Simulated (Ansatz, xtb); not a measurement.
## CH3BF: 4 structures ranked

4 gas-phase structures of CH3BF, found in a search over its isomers (lower ones may exist). Each was relaxed with GFN2-xTB:

A. `C[B]F`, a doublet
B. `B[CH]F`, a doublet
C. `[BH]CF`, a doublet
D. `[CH2]BF`, a doublet

Task: Estimate their order in r2SCAN-D4/def2-SVP energy at these geometries, lowest first.

Result: Calculated order at r2SCAN-D4/def2-SVP: D (0.0), A (22.7), B (197.6), C (288.6) kJ/mol.

Energies above the lowest of each column, in kJ/mol; the last columns are at B3LYP-D3(BJ)/def2-SVP geometries and were run for some of them only (a dash: not run or not comparable):

| structure | GFN2-xTB | HF/STO-3G | r2SCAN-D4/def2-SVP | B3LYP-D3(BJ)/def2-SVP | CCSD(T)/def2-TZVP |
| --- | --- | --- | --- | --- | --- |
| D | 0.0 | 0.0 | 0.0 | 0.0 | 0.0 |
| A | 48.7 | 54.3 | 22.7 | 31.4 | 30.8 |
| B | 113.1 | 170.6 | 197.6 | 193.2 | 200.4 |
| C | 216.9 | 302.2 | 288.6 | – | – |

Every level run on D puts it lowest or level with the lowest. Flexible structures stand in one conformer each, not always the lowest. Frequencies (B3LYP-D3(BJ)/def2-SVP) were run for A, B, D alone. Open shells are spin-unrestricted.

Over these structures GFN2-xTB departs from r2SCAN-D4/def2-SVP by 45.5 kJ/mol on average once a common shift is removed. A GFN2-xTB relaxation took about 0.21 s and the r2SCAN-D4/def2-SVP energy about 3.6 s on a shared host (Ansatz 0.2.0, xtb 6.7.1).
